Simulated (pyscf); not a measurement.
Optimised with ωB97X-D3(BJ)/def2-SVP in PySCF. MP2 and CC: frozen core, UHF for open shells. ΔMP2 is the change of the MP2 total energy from the triple- to the quadruple-zeta basis.

Question: What is the homolytic dissociation enthalpy (298 K, CCSD(T)/def2-TZVPP + ΔMP2(QZVPP)) of the Cl–Si bond of S=SiH–Cl, to [HSi=S]• + Cl•?

Answer: Cl–Si to [HSi=S]• + Cl•: 4.42 eV. The radicals are drawn with the spin at the cut bond; how far it spreads was not checked. The CCSD(T) − MP2 part came from Ansatz, without density fitting, on the same reference. Left out: the spin-orbit lowering of Cl.
